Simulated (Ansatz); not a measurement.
# AlBH₆Si: ionisation energy by level of theory

One table from this session's results is given with a row withheld; the runs are named, their logs left out.

Computed with Ansatz 0.2.0, Gaussian basis. Level: unrestricted cation, the program's frozen cores in correlated methods.

The runs, in order: UKS PBE-D4/def2-TZVPP; UKS r2SCAN-D4/def2-TZVPP; UKS PBE0-D4/def2-TZVPP; UKS B3LYP-D4/def2-TZVPP; UKS wB97X-V/def2-TZVPP; UKS wB97M-V/def2-TZVPP; UKS B2PLYP/def2-TZVPP; UHF-CCSD(T)/def2-TZVPP; UHF-MP2/def2-QZVPP; extrapolation to the limit; then −ε(HOMO) from the neutral's earlier runs with LDA (SPW92), PBE-D4, revPBE-D4, BLYP-D4, r2SCAN-D4, B97M-V, PBE0-D4, B3LYP-D4, r2SCANh-D4, r2SCAN0-D4, HSE06-D4, BHLYP-D4, CAM-B3LYP-D4, LC-ωPBE, ωB97X-V, ωB97M-V.

### The relaxed structure

The geometry comes from an earlier relaxation with PBE0-D4 in a triple-zeta def2 set; it is a stationary point, not always the lowest conformer.

SMILES `[BH2][AlH][SiH3]`, 9 atoms, charge 0, spin multiplicity 1.

Atoms are counted from 1 here; the program's logs count them from 0.

Bond lengths: B1–Al2 2.109 Å, B1–H4 1.200 Å, B1–H5 1.200 Å, Al2–Si3 2.466 Å, Al2–H6 1.595 Å, Si3–H7 1.493 Å, Si3–H8 1.491 Å, Si3–H9 1.492 Å. Angles: Al2–B1–H4 122.6°, Al2–B1–H5 122.8°, H4–B1–H5 114.6°, B1–Al2–Si3 120.7°, B1–Al2–H6 121.8°, Si3–Al2–H6 117.5°, Al2–Si3–H7 109.9°, Al2–Si3–H8 113.3°, Al2–Si3–H9 111.9°, H7–Si3–H8 107.0°, H7–Si3–H9 107.1°, H8–Si3–H9 107.4°.

The first run:

Contents of in.yaml:

```yaml
crystal:
  periodic: [false, false, false]
  atoms:
    - {symbol: B, position_ang: [-1.144528, 1.030239, -1.599186]}
    - {symbol: Al, position_ang: [0.282409, 0.910839, -0.051042]}
    - {symbol: Si, position_ang: [0.658787, -1.208274, 1.153160]}
    - {symbol: H, position_ang: [-0.882622, 0.770694, -2.741529]}
    - {symbol: H, position_ang: [-2.291789, 1.324636, -1.404770]}
    - {symbol: H, position_ang: [1.172659, 2.165435, 0.370032]}
    - {symbol: H, position_ang: [1.972256, -1.794053, 0.750799]}
    - {symbol: H, position_ang: [-0.382181, -2.238443, 0.874702]}
    - {symbol: H, position_ang: [0.703408, -1.007270, 2.630634]}
basis:
  gaussian: {orbitals: def2-TZVPP}
total_charge: 1
magnetization: {spin_polarized: true, initial_magnetization: 1}
hamiltonian: {xc: pbe, dispersion: d4}
```

Run with:

```bash
> ansatz run in.yaml --threads 2 --pin off --events-out ev --progress --plain --max-ram 4352MiB
```

Among the steps run: Cation, UKS PBE-D4/def2-TZVPP; Cation, UKS r2SCAN-D4/def2-TZVPP; Cation, UKS PBE0-D4/def2-TZVPP; Cation, UKS B3LYP-D4/def2-TZVPP; Cation, UKS wB97X-V/def2-TZVPP; Cation, UKS wB97M-V/def2-TZVPP; Cation, UKS B2PLYP (frozen core)/def2-TZVPP; Cation, UHF-CCSD(T)/def2-TZVPP; Cation, UHF-MP2/def2-QZVPP.

One of the session's tables, all rows but one given; the rest of the session is left out.

Orbital estimates, from the neutral's runs:

```
  functional  −ε(HOMO) (eV)
 LDA (SPW92)           6.23
      PBE-D4           6.15
   revPBE-D4              ?
     BLYP-D4           6.00
   r2SCAN-D4           6.36
      B97M-V           6.41
     PBE0-D4           7.19
    B3LYP-D4           7.00
  r2SCANh-D4           6.74
  r2SCAN0-D4           7.32
    HSE06-D4           6.80
    BHLYP-D4           8.13
CAM-B3LYP-D4           8.44
     LC-ωPBE           9.73
     ωB97X-V           9.41
     ωB97M-V           9.17
```

**Question.** Estimate the row for revPBE-D4.

**Answer.** −ε(HOMO) (eV): 6.11. In the column «−ε(HOMO) (eV)» it lies between BLYP-D4 (6.00) and PBE-D4 (6.15).
